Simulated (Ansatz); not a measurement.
**SO2 (sulfur dioxide): from total energies to a heat of formation**

SO2: 3 atoms, total charge 0, spin state singlet. SMILES: `O=S=O`. Geometry: relaxed at PBE0-D4/def2-TZVP.

```tsv
atom	x (Å)	y (Å)	z (Å)
O	-0.9744	0.6459	-0.4595
S	0.2695	0.3574	0.1868
O	0.7049	-1.0033	0.2727
```

Total energies at HF/def2-TZVPP (Ansatz 0.2.0); the atoms run unrestricted:

| species | state | energy (Eh) |
| --- | --- | --- |
| SO2 | singlet | -547.303107 |
| O | triplet | -74.815625 |
| S | triplet | -397.501998 |

Harmonic wavenumbers at PBE0-D4/def2-TZVP, in cm⁻¹: 532, 1217, 1420.

Measured heats of formation of the gaseous atoms at 298.15 K, in kJ/mol: O 249.2, S 277.0. Spin-orbit lowering of the atoms at 298 K (mean of the ground term's levels less their thermal mean, from spectra), in kJ/mol: O 0.40, S 1.88. Take 1 Eh = 2625.50 kJ/mol, 1 cm⁻¹ = 0.0119627 kJ/mol, RT = 2.479 kJ/mol.

Problem. What heat of formation follows?

Solution. 
1. Electronic atomisation energy: 2 × (-74.815625) + (-397.501998) − (-547.303107) = 0.169859 Eh = 446.0 kJ/mol.
2. Zero-point energy: half the sum of the wavenumbers, 1584.5 cm⁻¹ = 19.0 kJ/mol.
3. Thermal vibrational enthalpy, Σ hcν̃/(exp(hcν̃/kT) − 1): 0.6 kJ/mol. Translation, rotation and pV of a non-linear molecule: 4 RT = 9.9 kJ/mol.
4. The 3 free atoms carry 5/2 RT each: 18.6 kJ/mol.
5. Spin-orbit coupling lowers the free atoms by 2 × 0.40 + 1.88 = 2.7 kJ/mol.
6. Atomisation enthalpy at 298 K: 446.0 − 2.7 − 19.0 − 0.6 − 9.9 + 18.6 = 432.4 kJ/mol.
7. Sum of the atoms' heats of formation: 775.4 kJ/mol. Heat of formation: 775.4 − 432.4 = +343.0 kJ/mol.

The tabulated value is -296.8 kJ/mol (NIST-JANAF tables), so this level is off by +639.8 kJ/mol, or 59.7 % of the atomisation enthalpy that the table implies (1072.3 kJ/mol). Hartree–Fock leaves out correlation, which is larger in the molecule than in the atoms, so it underbinds and puts the heat of formation too high. Anharmonicity and any spin-orbit splitting of the molecule are left out.
